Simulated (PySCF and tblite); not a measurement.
Results of a calculation; reference values are marked as such.
System: C₅H₇N, numbered as in [CH:1]#[C:2][C@@H:3]1[CH2:4][N:5]1[CH3:6].

For the pyramidal inversion at N5: electronic barrier 16.27 kcal/mol, zero-point change -1.29 kcal/mol, thermal and entropy terms at 298.15 K a further -0.21 kcal/mol (symmetry numbers apart). The minimum is C1, the saddle C1. The path came from a restrained scan, a climbing-image band and a saddle search at GFN2-xTB; energies are B3LYP/pcSseg-1 + D3(BJ)//PBE0-D3(BJ)/def2-SVP, thermal terms GFN2-xTB. Rates follow Eyring's equation with the number of equivalent paths and no tunnelling. Programs: tblite and PySCF.

Q: How many equivalent paths lead out of the minimum?

A: 1: the symmetry number of the minimum is 1, that of the saddle displaced along its mode 1.

Q: Work out the rate at 298.15 K.

A: ΔG‡ = 14.77 kcal/mol; k_B T/h = 6.2×10¹² s⁻¹; exp(−ΔG‡/RT) = 1.5×10⁻¹¹; times 1 gives k = 93 s⁻¹. Wigner's tunnelling factor for the 362i cm⁻¹ mode would be 1.13.
